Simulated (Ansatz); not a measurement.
Write a Python script for Ansatz 0.2.0 through its Python package that makes a short molecular-dynamics run of H6PSSi (charge +1), SMILES [PH3+][SiH2]S. Level of theory: Hartree-Fock, def2-SVP basis, multiplicity 1.

Input file `h6pssi.xyz`:
```text
9

P    -1.20540    0.48530    0.09590
Si    0.51130   -0.84860   -0.16550
S     2.24460    0.00010    0.76410
H    -2.38370   -0.00370   -0.50820
H    -0.99810    1.76660   -0.45900
H    -1.53590    0.70660    1.45020
H     0.24030   -2.17380    0.44520
H     0.80540   -1.02150   -1.61000
H     2.32150    1.08900   -0.01260
```

Script `h6pssi_md.py`:
```python
"""Molecular dynamics of one H6PSSi(+) molecule."""

import ansatz as az
import numpy as np

h6pssi = az.Crystal.molecule_from_extxyz("h6pssi.xyz")

job = (
    h6pssi.calculation()
    .basis(gaussian="def2-SVP")
    .functional("hf")
    .charge(1)
    .md("nve", timestep=0.5, steps=30, temperature=200, initial_velocities="maxwell_boltzmann", seed=15)
)
frames = []
done = job.session().plan().execute(on_event=lambda e: frames.append(e["data"]) if e["event"] == "md_step" else None)
print("t (fs)   E_pot (eV)      E_kin (eV)   T (K)   d(0-1) (A)")
for f in frames[::1]:
    xyz = np.array(f["positions_ang"])
    print(f"{f['time_fs']:6.2f} {f['lagrangian_ev']:14.5f} {f['e_kin_ev']:10.5f} {f['temperature_k']:8.1f} {np.linalg.norm(xyz[0] - xyz[1]):9.4f}")
kept = np.array([f["conserved_ev"] for f in frames])
print(f"conserved energy moves by at most {1000 * np.ptp(kept):.3f} meV")
```

```console
$ python h6pssi_md.py
t (fs)   E_pot (eV)      E_kin (eV)   T (K)   d(0-1) (A)
  0.00   -28031.45283    0.18096    200.0    2.1897
  0.50   -28031.46658    0.19468    215.2    2.1935
  1.00   -28031.47892    0.20701    228.8    2.1978
  1.50   -28031.48977    0.21789    240.8    2.2026
  2.00   -28031.49955    0.22772    251.7    2.2078
  2.50   -28031.50906    0.23730    262.3    2.2134
  3.00   -28031.51930    0.24759    273.6    2.2194
  3.50   -28031.53111    0.25943    286.7    2.2257
  4.00   -28031.54488    0.27318    301.9    2.2323
  4.50   -28031.56029    0.28852    318.9    2.2392
  5.00   -28031.57634    0.30449    336.5    2.2463
  5.50   -28031.59161    0.31967    353.3    2.2536
  6.00   -28031.60465    0.33263    367.6    2.2611
  6.50   -28031.61434    0.34229    378.3    2.2687
  7.00   -28031.62022    0.34819    384.8    2.2764
  7.50   -28031.62254    0.35057    387.5    2.2842
  8.00   -28031.62217    0.35028    387.1    2.2921
  8.50   -28031.62033    0.34853    385.2    2.3001
  9.00   -28031.61831    0.34658    383.0    2.3080
  9.50   -28031.61718    0.34549    381.8    2.3161
 10.00   -28031.61761    0.34593    382.3    2.3241
 10.50   -28031.61978    0.34809    384.7    2.3321
 11.00   -28031.62341    0.35167    388.7    2.3401
 11.50   -28031.62782    0.35603    393.5    2.3481
 12.00   -28031.63217    0.36031    398.2    2.3561
 12.50   -28031.63552    0.36362    401.9    2.3640
 13.00   -28031.63711    0.36518    403.6    2.3719
 13.50   -28031.63645    0.36451    402.9    2.3797
 14.00   -28031.63344    0.36152    399.5    2.3874
 14.50   -28031.62843    0.35656    394.1    2.3950
 15.00   -28031.62216    0.35035    387.2    2.4025
conserved energy moves by at most 0.362 meV
```

Total energies depend on the basis set; only differences at equal settings carry meaning. The trajectory is only some femtoseconds long, so its temperature is not equilibrated; where the script doesn't relax first, it starts from a rough generated geometry. The temperature counts the internal degrees of freedom alone. Finished in 28 s on 1 thread of Arm Neoverse V2 (shared host), peak memory 0.21 GiB.

(Lines on the test bed's own set-up are left out of the output.)
